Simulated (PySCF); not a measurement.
Partial charges of PMe2PMe2

Compound: PMe2PMe2, C₄H₁₂P₂.
Atom-mapped SMILES: `[CH3:1][P:2]([CH3:3])[P:4]([CH3:5])[CH3:6]` (hydrogens: H7, H8, H9 on C1; H10, H11, H12 on C3; H13, H14, H15 on C5; H16, H17, H18 on C6)

Structure used (PBE0-D3(BJ)/def2-TZVP), in Å, numbered top down from 1:
```
atom  x, y, z in Å
C1    -1.6064    0.1415    1.3129
P2    -0.9274   -0.5956   -0.2365
C3    -1.9279    0.3427   -1.4702
P4     0.9265    0.5994   -0.3623
C5     1.9143   -0.3299    0.8888
C6     1.6143   -0.1528   -1.9000
H7    -2.6421   -0.1864    1.4303
H8    -1.5764    1.2337    1.3037
H9    -1.0449   -0.2242    2.1742
H10   -1.5659    0.1295   -2.4776
H11   -2.9640    0.0009   -1.4126
H12   -1.8970    1.4215   -1.2995
H13    2.9560   -0.0068    0.8233
H14    1.5570   -0.0903    1.8918
H15    1.8654   -1.4113    0.7396
H16    2.6461    0.1844   -2.0239
H17    1.0478    0.1953   -2.7656
H18    1.5953   -1.2450   -1.8755
```

Density: PBE0/pcSseg-2 (PySCF); schemes: Mulliken, IAO, Hirshfeld and ESP-fitted. Geometry: PBE0-D3(BJ)/def2-TZVP, one conformer, isolated molecule.

Which atoms carry the highest charge in the Mulliken, IAO, Hirshfeld and ESP-fitted schemes?

The schemes don't all agree: Mulliken P2 and P4 (+0.129); IAO P2 and P4 (+0.322); Hirshfeld P2 and P4 (+0.097); ESP-fitted H10 (+0.178).

Do the Mulliken, IAO, Hirshfeld and ESP-fitted schemes agree on where the charge is lowest?

All schemes pick atoms of one kind: Mulliken C5 (-0.241); IAO C1, C3, C5 and C6 (-0.628); Hirshfeld C1, C3, C5 and C6 (-0.180); ESP-fitted C3 (-0.453).

At which atom do the 4 schemes differ most?

At C1, C3, C5 and C6: from -0.628 (IAO) to -0.180 e (Hirshfeld), 0.448 e apart.

Tabulate the Mulliken, IAO, Hirshfeld and ESP-fitted charges.

In e:

```
atom                     environment  Mulliken     IAO  Hirshfeld  ESP-fitted
  C1  sp3 carbon bound to phosphorus    -0.240  -0.628     -0.180      -0.387
  P2     three-coordinate phosphorus    +0.129  +0.322     +0.097      -0.084
  C3  sp3 carbon bound to phosphorus    -0.238  -0.628     -0.180      -0.453
  P4     three-coordinate phosphorus    +0.129  +0.322     +0.097      -0.077
  C5  sp3 carbon bound to phosphorus    -0.241  -0.628     -0.180      -0.434
  C6  sp3 carbon bound to phosphorus    -0.239  -0.628     -0.180      -0.421
  H7                 methyl hydrogen    +0.055  +0.160     +0.047      +0.156
  H8                 methyl hydrogen    +0.058  +0.148     +0.040      +0.130
  H9                 methyl hydrogen    +0.064  +0.158     +0.045      +0.151
 H10                 methyl hydrogen    +0.062  +0.158     +0.045      +0.178
 H11                 methyl hydrogen    +0.055  +0.160     +0.047      +0.170
 H12                 methyl hydrogen    +0.057  +0.149     +0.040      +0.139
 H13                 methyl hydrogen    +0.055  +0.160     +0.047      +0.170
 H14                 methyl hydrogen    +0.063  +0.158     +0.045      +0.162
 H15                 methyl hydrogen    +0.058  +0.149     +0.040      +0.140
 H16                 methyl hydrogen    +0.055  +0.160     +0.047      +0.163
 H17                 methyl hydrogen    +0.062  +0.158     +0.045      +0.161
 H18                 methyl hydrogen    +0.057  +0.149     +0.040      +0.135
```

Mean size of the charges over all atoms: IAO 0.279 e, ESP-fitted 0.206 e, Mulliken 0.106 e, Hirshfeld 0.080 e. Each set sums to the total charge, 0, to within 0.001 e. The Hirshfeld scheme divides the density at each point in proportion to the densities of the neutral, spherically averaged free atoms.

How many electrons does the Hirshfeld scheme count on C3?

Z − q = 6 − (-0.180) = 6.180.

Sum the charges by element.

```csv
element,atoms,Mulliken,IAO,Hirshfeld,ESP-fitted
C,4,-0.958,-2.511,-0.719,-1.694
P,2,+0.258,+0.643,+0.194,-0.160
H,12,+0.700,+1.868,+0.525,+1.854
```
